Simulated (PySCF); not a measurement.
From results back to the method.

C₂H₃B.
Bonds: B1–C2, C2–C3 (triple). Hydrogens: H4, H5 on B1; H6 on C3.

The closed-shell ground state was solved 6 times with PySCF (density fitting, gas phase), always in the pcJ-1 basis (111 functions), with these functionals: B3LYP, BHandHLYP, CAM-B3LYP, HF, PBE and PBE0. Isolated species at its PBE0-D3(BJ)/def2-SVP geometry, gas phase.

```json
{"row": "P", "total energy (Eh)": "-102.6291", "HOMO (eV)": "-6.86", "LUMO (eV)": "-3.40", "dipole (D)": "1.14"}
{"row": "Q", "total energy (Eh)": "-102.6392", "HOMO (eV)": "-8.08", "LUMO (eV)": "-2.43", "dipole (D)": "1.04"}
{"row": "R", "total energy (Eh)": "-102.7159", "HOMO (eV)": "-9.42", "LUMO (eV)": "-1.30", "dipole (D)": "1.00"}
{"row": "S", "total energy (Eh)": "-102.7184", "HOMO (eV)": "-9.14", "LUMO (eV)": "-1.34", "dipole (D)": "0.98"}
{"row": "T", "total energy (Eh)": "-102.7928", "HOMO (eV)": "-7.85", "LUMO (eV)": "-2.62", "dipole (D)": "1.07"}
{"row": "U", "total energy (Eh)": "-102.0875", "HOMO (eV)": "-10.79", "LUMO (eV)": "1.25", "dipole (D)": "0.89"}
```

Which functional belongs to which row?

P = PBE, Q = PBE0, R = CAM-B3LYP, S = BHandHLYP, T = B3LYP, U = HF. By rising HOMO–LUMO gap: PBE (GGA) 3.46 eV; B3LYP (global hybrid, 20 % exact exchange) 5.23 eV; PBE0 (global hybrid, 25 % exact exchange) 5.65 eV; BHandHLYP (global hybrid, 50 % exact exchange) 7.80 eV; CAM-B3LYP (range-separated hybrid) 8.12 eV; HF (all exact exchange) 12.04 eV. Total energies of different functionals aren't bounds to one another; each is stationary for its own functional.
